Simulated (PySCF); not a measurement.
**Ionising BP**

BLYP; basis B def2-TZVPPD, P def2-TZVPPD; no relativity; PySCF 2.14. Neutral (UKS): triplet (σ ↑, π ↑), Re = 1.758 Å, ωe = 920 cm⁻¹, De = 3.69 eV, HOMO -5.85 eV, LUMO -5.58 eV.

BP⁺ (UKS): quartet (σ ↑, π ↑↑), Re = 1.878 Å, ωe = 716 cm⁻¹, De = 3.10 eV to B⁺ + P. The energies at the minima are -366.05133 hartree for BP and -365.71279 for BP⁺.

Task: Work out the adiabatic ionisation energy, without and with harmonic zero-point energies (1 hartree = 27.2114 eV, 1 eV = 8065.5 cm⁻¹), and the change of the bond length.

Result: At BLYP: 0.33854 hartree = 9.212 eV between the minima; the zero-point term (716.0 − 920.0)/2 cm⁻¹ = -0.013 eV makes it 9.199 eV. Re changes by +12.0 pm against the neutral. The electron leaves a π orbital, and the longer bond of the ion fits a bonding orbital, or a change in how ionic the bond is.

For an ion De counts to the pair picked by the measured ionisation energies or electron affinities, which need not be the lowest pair at this level. States were picked by a PBE0 search and need not be the measured ground states.
